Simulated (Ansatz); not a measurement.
# The cluster Si3B−: single points with varied inputs

How do the results and run time of the cluster Si3B− respond when the settings are drawn wide?

Method: the settings change from run to run; program: Ansatz 0.2.0, Gaussian basis.

**1. The molecule**

The structure was relaxed beforehand with PBE0-D4 in a triple-zeta def2 set.

4 atoms, charge -1, spin multiplicity 1.

Atoms are counted from 1 here; the program's logs count them from 0.

Bond lengths: B1–Si2 1.886 Å, B1–Si3 1.886 Å, B1–Si4 2.072 Å, Si2–Si4 2.386 Å, Si3–Si4 2.386 Å. Angles: Si2–B1–Si3 147.9°, Si2–B1–Si4 74.0°, Si3–B1–Si4 74.0°, B1–Si2–Si4 56.6°, B1–Si3–Si4 56.6°, B1–Si4–Si2 49.4°, B1–Si4–Si3 49.4°, Si2–Si4–Si3 98.9°.

**2. r2SCAN/pcseg-2**

Set apart from the defaults: multiplicity 3, finite nuclei, relativity set to scalar.

The input, in.yaml:

```yaml
crystal:
  periodic: [false, false, false]
  atoms:
    - {symbol: B, position_ang: [-0.087011, -0.694207, 0.341837]}
    - {symbol: Si, position_ang: [-1.830045, -0.056991, 0.004955]}
    - {symbol: Si, position_ang: [1.772593, -0.406708, 0.211818]}
    - {symbol: Si, position_ang: [0.144472, 1.157896, -0.558611]}
basis:
  gaussian: {orbitals: pcseg-2, nuclear_model: gaussian}
total_charge: -1
magnetization: {spin_polarized: true, initial_magnetization: 2}
hamiltonian: {xc: {name: r2SCAN}, pseudopotentials: {relativity: scalar}}
output: {forces: true}
```

The run is started by

```bash
> ansatz run in.yaml --threads 2 --pin off --events-out ev --progress --plain --max-ram 4352MiB
```

Standard output:

```text
Functional definition: r2SCAN
  name "r2SCAN"
  cite "Furness, Kaplan, Ning, Perdew & Sun, J. Phys. Chem. Lett. 11, 8208 (2020) doi:10.1021/acs.jpclett.0c02405"
  cite "Furness, Kaplan, Ning, Perdew & Sun, J. Phys. Chem. Lett. 11, 9248 (2020) doi:10.1021/acs.jpclett.0c03077"
  parent r2scan
  parameter k0 = 0.174
  parameter k1 = 0.065
  parameter a1 = 4.9479
  exchange = r2scan_x(k0 = k0, k1 = k1, a1 = a1)
  correlation = r2scan_c
952 factors; their error is unknown
mean field evaluation 1: about -24345.4941 eV, gradient 2.7e1 eV
mean field evaluation 2: about -24319.0078 eV, gradient 5.8e1 eV
mean field evaluation 4: about -24348.3785 eV, gradient 1.6e1 eV
mean field evaluation 8: about -24350.4253 eV, gradient 5.7e-1 eV
mean field evaluation 16: about -24350.3812 eV, gradient 1.6e-2 eV
mean field evaluation 32: about -24350.3812 eV, gradient 7.2e-5 eV
mean field evaluation 64: about -24350.0600 eV, gradient 3.9e0 eV
mean field evaluation 96: about -24350.2851 eV, gradient 1.9e-1 eV
mean field -24350.38123335 eV, -894.8600050444 hartree, gradient 1.3e-7 eV, S^2 2.041134; 10 other end points of the search recorded, 0 dependent functions left out
the calculation of the forces begins
reference -24350.38124881 eV, -894.8600056125 hartree; 25, 23 occupied and 107, 109 virtual orbitals, 952 factors
Total energy: -24350.38124881 eV, -894.8600056125 hartree
Relativity: scalar
Atom 0 at    -0.087011    -0.694207     0.341837 Å, force    -0.147715    -1.190299     0.558518 eV/Å
Atom 1 at    -1.830045    -0.056991     0.004955 Å, force     0.539115     0.269558    -0.110510 eV/Å
Atom 2 at     1.772593    -0.406708     0.211818 Å, force    -0.461252     0.366686    -0.167961 eV/Å
Atom 3 at     0.144472     1.157896    -0.558611 Å, force     0.069852     0.554055    -0.280047 eV/Å
Dipole moment:    -0.001351    -0.012038     0.003023 e Å
```

It took 41 s on 2 threads of Arm Neoverse V2, shared host.

Largest force 1.323 eV/Å, ⟨S²⟩ 2.041.

**3. r2SCAN0/aug-cc-pVDZ**

Set apart from the defaults: multiplicity 3, restricted open-shell orbitals, atoms shaken by 0.03 Å, D3(BJ) dispersion, relativity set to none, the search for lower states set to off.

The input, in.yaml:

```yaml
crystal:
  periodic: [false, false, false]
  atoms:
    - {symbol: B, position_ang: [-0.066399, -0.666165, 0.381108]}
    - {symbol: Si, position_ang: [-1.806416, -0.005513, 0.025623]}
    - {symbol: Si, position_ang: [1.755665, -0.416134, 0.190060]}
    - {symbol: Si, position_ang: [0.159188, 1.150368, -0.520261]}
basis:
  gaussian: {orbitals: aug-cc-pVDZ}
total_charge: -1
magnetization: {spin_polarized: false, initial_magnetization: 2}
hamiltonian: {xc: {name: r2SCAN0}, dispersion: d3bj, pseudopotentials: {relativity: none}}
scf: {lower_state_search: off}
output: {forces: true}
```

The command is unchanged.

Standard output, shortened:

```text
Warning: the engine holds no damping parameters fitted to this dispersion correction and functional, so the run takes those fitted to r2scan0 beside the three-body term, which d3bj leaves out (hamiltonian.dispersion, under Limitations)
Functional definition: r2SCAN0
  name "r2SCAN0"
  cite "Bursch, Neugebauer, Ehlert & Grimme, J. Chem. Phys. 156, 134105 (2022) doi:10.1063/5.0086040"
  cite "Furness, Kaplan, Ning, Perdew & Sun, J. Phys. Chem. Lett. 11, 8208 (2020) doi:10.1021/acs.jpclett.0c02405"
  cite "Furness, Kaplan, Ning, Perdew & Sun, J. Phys. Chem. Lett. 11, 9248 (2020) doi:10.1021/acs.jpclett.0c03077"
  parent r2scan
[...]
1070 factors; integrals over basis functions are off by at most 4.5e-4 eV
[...]
mean field -24303.69887000 eV, -893.1444598338 hartree, gradient 6.1e-6 eV, S^2 2.000000; 0 other end points of the search recorded, 0 dependent functions left out
[...]
reference -24303.69891166 eV, -893.1444613648 hartree; 25, 23 occupied and 79, 81 virtual orbitals, 1070 factors
Total energy: -24303.75878129 eV, -893.1466615332 hartree
Atom 0 at    -0.066399    -0.666165     0.381108 Å, force    -0.506462    -1.479459     0.661848 eV/Å
Atom 1 at    -1.806416    -0.005513     0.025623 Å, force    -0.474966     0.085082     0.019824 eV/Å
Atom 2 at     1.755665    -0.416134     0.190060 Å, force     0.421276     0.402491    -0.142985 eV/Å
Atom 3 at     0.159188     1.150368    -0.520261 Å, force     0.560151     0.991886    -0.538686 eV/Å
Dipole moment:     0.059216    -0.007444    -0.012933 e Å
Checks for a lower state left out: stability, starts, cluster_reference, orbital_swaps, neighbouring_geometries, increment
```

It took 9 s on 2 threads of Arm Neoverse V2, shared host.

Largest force 1.698 eV/Å.

**4. CCSD(T)/6-31++G****

Set apart from the defaults: atoms shaken by 0.03 Å, density fitting with cc-pVTZ-jkfit, a point charge of -1.00 e beside it, relativity set to scalar.

The input, in.yaml:

```yaml
crystal:
  periodic: [false, false, false]
  atoms:
    - {symbol: B, position_ang: [-0.083404, -0.691363, 0.400163]}
    - {symbol: Si, position_ang: [-1.789046, 0.020508, -0.011900]}
    - {symbol: Si, position_ang: [1.743453, -0.456880, 0.216812]}
    - {symbol: Si, position_ang: [0.126724, 1.154198, -0.534315]}
basis:
  gaussian: {orbitals: "6-31++G**", fitting: {mean_field: cc-pVTZ-jkfit}, point_charges: [{charge: -1.00, position_ang: [5.423, -0.377, -0.496]}]}
total_charge: -1
hamiltonian: {xc: {name: HF}, pseudopotentials: {relativity: scalar}}
correlation: {method: ccsd_t}
```

Launched as before.

Standard output, shortened:

```text
Functional definition: HF
  name "HF"
  cite "Fock, Z. Phys. 61, 126 (1930) doi:10.1007/BF01340294"
  parent pbe
[...]
442 factors; integrals over basis functions are off by at most 2.0e-1 eV
[...]
mean field -24297.01234724 eV, -892.8987346547 hartree, gradient 1.3e-6 eV, S^2 0.000000; 0 other end points of the search recorded, 0 dependent functions left out; unrestricted orbitals would lower it
16 core orbitals not correlated: weight in the atoms' cores, before any rotation towards them, 1.000 or more for the frozen orbitals, at most 0.000 for the correlated occupied ones
reference -24297.01234724 eV, -892.8987346547 hartree; 8, 8 occupied and 64, 64 virtual orbitals, 442 factors
second order -9.40992172 eV of doubles, -0.00000000 eV of singles
cycle   1  -9.50788885 eV  change   -9.8e-2 eV  update   1.2e-1
[...]
cycle  12  -10.03035163 eV  change    9.4e-6 eV  update   1.6e-5
perturbative correction -0.71936278 eV, -0.0264360946 hartree
Total energy: -24307.76206166 eV, -893.2937793729 hartree
Relativity: scalar
```

It took 1.6 s on 2 threads of Arm Neoverse V2, shared host.

T1 0.019.

**5. wPBEh/x2c-TZVPPall**

The input, in.yaml:

```yaml
crystal:
  periodic: [false, false, false]
  atoms:
    - {symbol: B, position_ang: [-0.087011, -0.694207, 0.341837]}
    - {symbol: Si, position_ang: [-1.830045, -0.056991, 0.004955]}
    - {symbol: Si, position_ang: [1.772593, -0.406708, 0.211818]}
    - {symbol: Si, position_ang: [0.144472, 1.157896, -0.558611]}
basis:
  gaussian: {orbitals: x2c-TZVPPall}
total_charge: -1
hamiltonian: {xc: {name: wPBEh}}
scf: {omitted_lower_state_checks: [starts]}
output: {forces: true}
```

Launched as before.

Standard output, shortened:

```text
Functional definition: wPBEh
  name "wPBEh"
  cite "Heyd, Scuseria & Ernzerhof, J. Chem. Phys. 118, 8207 (2003) doi:10.1063/1.1564060"
  cite "Krukau, Vydrov, Izmaylov & Scuseria, J. Chem. Phys. 125, 224106 (2006) doi:10.1063/1.2404663"
  cite "Heyd & Scuseria, J. Chem. Phys. 120, 7274 (2004) doi:10.1063/1.1668634"
  cite "Ernzerhof & Perdew, J. Chem. Phys. 109, 3313 (1998) doi:10.1063/1.476928"
  cite "Perdew, Burke & Ernzerhof, Phys. Rev. Lett. 77, 3865 (1996) doi:10.1103/PhysRevLett.77.3865"
  parent pbe
[...]
1076 factors; their error is unknown
62 factors; integrals over basis functions are off by at most 1.9e-6 eV
[...]
mean field -24349.02002895 eV, -894.8099817052 hartree, gradient 4.2e-5 eV, S^2 0.000000; 0 other end points of the search recorded, 0 dependent functions left out
[...]
reference -24349.02005590 eV, -894.8099826958 hartree; 24, 24 occupied and 133, 133 virtual orbitals, 1076 factors
Total energy: -24349.02005590 eV, -894.8099826958 hartree
Relativity: scalar
Atom 0 at    -0.087011    -0.694207     0.341837 Å, force     0.001631     0.011867    -0.009458 eV/Å
Atom 1 at    -1.830045    -0.056991     0.004955 Å, force    -0.058235    -0.011539     0.007390 eV/Å
Atom 2 at     1.772593    -0.406708     0.211818 Å, force     0.053736    -0.022348     0.013789 eV/Å
Atom 3 at     0.144472     1.157896    -0.558611 Å, force     0.002868     0.022020    -0.011721 eV/Å
Dipole moment:     0.006540     0.053262    -0.023841 e Å
Checks for a lower state left out: starts
```

Run time: 3.2 s. Hardware: 2 threads of Arm Neoverse V2, shared host.

Largest force 0.060 eV/Å.

**6. The runs in one table**

```csv
level,charge,multiplicity,geometry,functions,energy (eV),time
r2SCAN/pcseg-2,-1,3,relaxed,132,-24350.381,41 s
r2SCAN0/aug-cc-pVDZ,-1,3,shaken,104,-24303.759,9 s
CCSD(T)/6-31++G**,-1,1,"shaken, point charge",88,-24307.762,1.6 s
wPBEh/x2c-TZVPPall,-1,1,relaxed,157,-24349.020,3.2 s
```

**7. What came out**

| quantity | value |
| --- | --- |
| runs | 4 |
| quickest | CCSD(T)/6-31++G**, 1.6 s |
| slowest | r2SCAN/pcseg-2, 41 s |

What this shows: The runs differ in state or geometry as well as level, so their energies can't be set against each other. r2SCAN/pcseg-2 took 26 times as long as CCSD(T)/6-31++G**. The jobs differ in tasks and options as well as level. At the PBE0-D4/def2-TZVPD geometry and in the same state, runs without warnings or point charges leave forces up to 0.06 eV/Å (wPBEh/x2c-TZVPPall).
